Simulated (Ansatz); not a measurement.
## Match the barriers

Saddle point of CH$_{5}$BO, singlet (CH₅BO ([CH3][BH][OH]) → CH₃BO ([CH3][B][O]) + H₂; bonds formed: H2–H4; bonds broken: B1–H2, O3–H4), PBE0-D4/def2-TZVP structure:

B1  (0.179, -0.385, -0.411)
H2  (0.035, 0.519, -1.552)
O3  (0.604, -1.476, -0.945)
H4  (0.362, -0.412, -1.734)
C5  (-0.220, 0.307, 0.914)
H6  (-0.110, -0.389, 1.749)
H7  (0.408, 1.183, 1.101)
H8  (-1.257, 0.654, 0.878)
(Å)

Program: Ansatz 0.2.0. Basis: def2-TZVPP, with def2-QZVPP for the basis limit. Cores are frozen in the correlated methods. B3LYP uses VWN-RPA correlation. Extrapolation: Hartree–Fock as exp(−7.88 √X), correlation as X^−2.97. Four methods, as single points on the PBE0-D4 structures, gave these electronic barriers from the start structure: 52.65, 57.31, 59.46, 74.01 kcal/mol.

The methods were, in alphabetical order, B3LYP-D4, BLYP-D4, CCSD(T), HF. Which gave which? (A judgement: the text doesn't fix the answer.)

Computed: BLYP-D4 52.65; B3LYP-D4 57.31; CCSD(T) 59.46; HF 74.01 kcal/mol. For comparison, CCSD(T) at an estimated basis limit (MP2 extrapolated from triple and quadruple zeta, plus CCSD(T) − MP2 in triple zeta) gives 59.24 kcal/mol.

No T1 diagnostic of these runs exceeds 0.017.

Labels in which every atom is bracketed show which atoms are joined, not bond orders.

For scale, one of the runs: CCSD(T)/def2-TZVPP, 163 basis functions, launched by `ansatz run in.yaml --threads 2 --pin off --events-out ev --progress --plain --max-ram 4352MiB`. Time: 20 s of wall clock on 2 CPU threads of an Arm Neoverse V2; the host was shared. Peak host memory: 1.3 GiB.
